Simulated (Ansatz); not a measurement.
## C3H6OS, SMILES CC(S)=CO: a single point in a Gaussian basis, step by step

Computed with the Ansatz DFT code, driven from Python.

The cells in order, each with its output:

**Cell 1**
```python
from pathlib import Path

import ansatz as az
```

**Cell 2**
```python
BASIS_SET = "def2-SVP"
XC = "b3lyp"
```

**Cell 3**
```python
geometry_ang = [
    ("C", (-1.2553, -0.1759, 1.0)),
    ("C", (-0.0558, 0.252, 0.2544)),
    ("S", (0.7346, 1.701, 0.7709)),
    ("C", (0.4989, -0.463, -0.7691)),
    ("O", (1.5646, -0.1694, -1.4826)),
    ("H", (-1.746, -1.033, 0.5839)),
    ("H", (-2.031, 0.6617, 0.9126)),
    ("H", (-1.0541, -0.2887, 2.042)),
    ("H", (1.7784, 1.6737, -0.0619)),
    ("H", (-0.0535, -1.3753, -1.0996)),
    ("H", (1.6846, -0.8401, -2.13)),
]
molecule = az.Crystal.molecule()
for symbol, xyz in geometry_ang:
    molecule = molecule.atom(symbol, xyz)
```

**Cell 4**
```python
setup = molecule.calculation()
setup = setup.basis(gaussian=BASIS_SET)
setup = setup.functional(XC)
setup = setup.orbitals()
result = setup.run(threads=1, pin="off", runs_dir="runs")
summary = result.report
```

**Cell 5**
```python
summary["mean_field"]["state"]["spin_squared"]
```
Output:
```text
-6.039613253960852e-14
```

**Cell 6**
```python
print(f"E = {summary['free_energy_ev']:.6f} eV = {summary['free_energy_ev'] / 27.211386246:.7f} Ha")
print("converged:", summary["converged"], " doubts:", summary["published_state_doubts"] or "none")
```
Output:
```text
E = -16083.495176 eV = -591.0575459 Ha
converged: True  doubts: none
```

**Cell 7**
```python
lines = Path(summary["orbitals_path"]).read_text().splitlines()
field_of = lambda key: [line.split("=")[1].strip() for line in lines if line.startswith(key)]
orbitals = [(27.211386 * float(e), s, float(n)) for e, s, n in zip(field_of("Ene="), field_of("Spin="), field_of("Occup="))]
homo = max(e for e, _, n in orbitals if n > 0.5)
lumo = min(e for e, _, n in orbitals if n < 0.5)
print(f"HOMO {homo:.3f} eV, LUMO {lumo:.3f} eV, gap {lumo - homo:.3f} eV")
```
Output:
```text
HOMO -5.035 eV, LUMO 0.906 eV, gap 5.941 eV
```

What to keep in mind:
- Total energies depend on the basis set; only differences at equal settings carry meaning.
- The geometry is a force-field or estimated start, not a minimum of this method, and the basis set is short of its limit.
- b3lyp holds the VWN-RPA fit, as in Gaussian; the form of ORCA and Turbomole is b3lyp5.
- Levels such as HOMO and LUMO are orbital energies: with these approximate functionals they aren't the ionisation energy and electron affinity, and their gap isn't the fundamental gap.
- Wall time of the script: 3.8 s on 1 thread of Arm Neoverse V2, on a shared host, peak memory 0.28 GiB.

(Lines on the test bed's own set-up are left out of the output.)
